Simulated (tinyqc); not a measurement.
Inside a calculation. Method: extended Hueckel theory, for H3O+. The parameters take no account of the charge, which enters only through the electron count. Computed by tinyqc, a small Python program that keeps every step (integrals from PySCF). Settings: charge = 1, K = 1.75, multiplicity = 1. Command: `OMP_NUM_THREADS=1 python tinyqc.py 26720 26721 out.jsonl` (the two numbers bound the seeds that draw the settings). One thread of a shared host (Intel(R) Xeon(R) Processor @ 2.60GHz), about 0.01 s of CPU time with the checks.

## Overlaps

Geometry (angstrom):
```
atom,x,y,z
O,0.000000,0.000000,0.241000
H,0.907000,0.000000,0.000000
H,-0.454000,0.786000,0.000000
H,-0.454000,-0.786000,0.000000
```

Parameters chosen for this run:
```
element,shell,Slater exponent,H_ii (eV)
O,2s,2.275000,-32.300000
O,2p,2.275000,-14.800000
H,1s,1.300000,-13.600000
```

Slater orbitals, each expanded in six Gaussians scaled to its exponent.

overlap S, lower triangle:
```
,1O 2s,1O 2px,1O 2py,1O 2pz,2H 1s,3H 1s,4H 1s
1O 2s,1.000000
1O 2px,0.000000,1.000000
1O 2py,0.000000,0.000000,1.000000
1O 2pz,0.000000,0.000000,0.000000,1.000000
2H 1s,0.473804,0.386830,0.000000,-0.102785,1.000000
3H 1s,0.473351,-0.193369,0.334776,-0.102648,0.206897,1.000000
4H 1s,0.473351,-0.193369,-0.334776,-0.102648,0.206897,0.206787,1.000000
```

## Wolfsberg-Helmholz matrix

diagonal H_ii (eV): 1O 2s -32.300000, 1O 2px -14.800000, 1O 2py -14.800000, 1O 2pz -14.800000, 2H 1s -13.600000, 3H 1s -13.600000, 4H 1s -13.600000

K = 1.750000

H_ij = K' S_ij (H_ii + H_jj)/2 for i != j (the diagonal keeps H_ii), with K' = 1.75.

H (eV), lower triangle:
```
,1O 2s,1O 2px,1O 2py,1O 2pz,2H 1s,3H 1s,4H 1s
1O 2s,-32.300000
1O 2px,0.000000,-14.800000
1O 2py,0.000000,0.000000,-14.800000
1O 2pz,0.000000,0.000000,0.000000,-14.800000
2H 1s,-19.029144,-9.612724,0.000000,2.554208,-13.600000
3H 1s,-19.010964,4.805229,-8.319185,2.550793,-4.924153,-13.600000
4H 1s,-19.010964,4.805229,8.319185,2.550793,-4.924153,-4.921541,-13.600000
```

## Orbitals

valence electrons = 8

Solve H C = S C e through S^(-1/2); fill by pairs from the bottom, a degenerate level sharing its electrons equally; each orbital has its largest coefficient positive (the first on a tie).

orbital energies (eV): -33.538110  -17.317252  -17.316008  -14.939214  1.012441  1.035303  15.415747

occupations: 2.000000  2.000000  2.000000  2.000000  0.000000  0.000000  0.000000

coefficients:
```
,MO1,MO2,MO3,MO4,MO5,MO6,MO7
1O 2s,0.831587,-0.000039,0.000000,0.092558,0.000000,0.001314,1.117114
1O 2px,-0.000030,0.696229,0.000000,0.000064,0.000000,-0.953898,0.001749
1O 2py,0.000000,0.000000,0.696299,0.000000,0.953447,0.000000,0.000000
1O 2pz,0.015629,-0.000064,0.000000,0.983623,0.000000,-0.000313,-0.277190
2H 1s,0.109510,0.400894,0.000000,-0.044839,0.000000,1.004699,-0.677322
3H 1s,0.109368,-0.200612,0.347295,-0.044852,-0.870646,-0.503953,-0.674088
4H 1s,0.109368,-0.200612,-0.347295,-0.044852,0.870646,-0.503953,-0.674088
```

sum of one-electron energies = -166.221168 eV

## Mulliken analysis

P = C n C^T; charge = valence electrons (O 6, H 1) minus the sum of (P S)_ii on the atom; overlap population = 2 sum P_ij S_ij between two atoms.

charges: 1O -0.195489, 2H 0.398541, 3H 0.398474, 4H 0.398474

Overlap populations:
```
pair,value
2-1,0.614006
3-1,0.613626
3-2,-0.054982
4-1,0.613626
4-2,-0.054982
4-3,-0.054919
```
